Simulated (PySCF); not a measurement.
Species: C6H11 (doublet state).
Cartesian coordinates in Å at the GFN2-xTB level; atoms count from 1:
```
atom  x, y, z in Å
C1     2.5470    0.3063   -0.3574
C2     1.0943    0.5388   -0.5020
C3     0.0728   -0.2190    0.2150
C4    -1.0630   -0.8781   -0.6275
C5    -2.1065   -0.3285    0.3505
C6    -1.0371    0.5859    0.9568
H7     2.7515   -0.4563    0.3908
H8     2.9925   -0.0135   -1.3058
H9     3.0666    1.2254   -0.0687
H10    0.7712    1.3002   -1.1941
H11    0.5330   -0.9495    0.8826
H12   -1.1363   -0.4341   -1.6181
H13   -1.0049   -1.9601   -0.7241
H14   -2.9639    0.1703   -0.0972
H15   -2.4630   -1.0800    1.0524
H16   -0.9595    0.5944    2.0416
H17   -1.1018    1.6098    0.5953
```

The hyperfine couplings belong to this conformer and change with its torsions.

Identity: `C[CH]C1CCC1` [radical].

Level of theory: UKS B3LYP, pcH-1 on C H, non-relativistic, mean-field spin-orbit, GIAO in PySCF. Geometry: GFN2-xTB, one conformer, isolated molecule. Couplings are sensitive to structure, and on GFN2-xTB geometries they can be far from those on DFT ones. No stability test was run, so a lower SCF solution isn't excluded.

Problem. What is the g tensor, term by term?

Solution. 
| Δg (ppm) | 1 | 2 | 3 |
| --- | --- | --- | --- |
| relativistic mass correction | -148 | -148 | -148 |
| gauge correction | 4 | 34 | 41 |
| orbital Zeeman/spin–orbit | -59 | 465 | 568 |
| total | -203 | 351 | 461 |

So g = 2.00212, 2.00267, 2.00278 and g_iso = 2.00252; the tensor is rhombic: the two nearest values differ by 17 % of g3 − g1. Axes: g2 points within 1° of the C1–C2 bond.

Problem. What effective moment and Curie constant follow for a powder?

Solution. With the mean of g² = 4.0101 and S(S+1) = 0.75: μ_eff = √(⟨g²⟩S(S+1)) = 1.734 μB and χT = 0.12505·⟨g²⟩·S(S+1) = 0.376 cm³ K/mol (cgs; spin-Hamiltonian part alone).

Problem. At 9.412 GHz, how far is the centre of the isotropic spectrum from where a free electron (g = 2.002319) resonates?

Solution. B = hν/(g μB) with μB/h = 13.99624 MHz/mT gives 335.84 mT for the free electron and 335.81 mT at g_iso, 0.03 mT lower.

Problem. What are the electron Larmor frequencies g μB B/h along the three axes at 340 mT?

Solution. 9.5275, 9.5302, 9.5307 GHz for g1, g2 and g3, a range of 3.2 MHz.

Problem. In a frozen sample, at which fields do the three g values resonate at 9.5, 34, 94 and 263 GHz (hyperfine left aside), and which band first spreads them over more than twice a line width of 0.3 mT?

Solution. 
```
band    GHz  B(g3) mT  B(g2) mT  B(g1) mT  spread mT
   X    9.5    338.91    338.92    339.02       0.11
   Q   34.0   1212.93   1212.99   1213.33       0.40
   W   94.0   3353.38   3353.57   3354.49       1.11
   J  263.0   9382.34   9382.85   9385.45       3.11
```

The spread grows in proportion to the frequency. W band is the first where it exceeds 0.6 mT.

Largest spin populations (Mulliken): C2 (+1.01), C3 (-0.10) and C1 (-0.09). C2 is the only atom above +0.15. The positive populations add up to 1.23 and the negative ones to -0.23, together 2S = 1. The angles at C2 add up to 360.0°, so it is planar; its axial dipolar tensor and the negative coupling of its proton fit spin in a p orbital normal to that plane.

The HOMO–LUMO gaps are 6.10 eV among the α and 6.92 eV among the β orbitals.
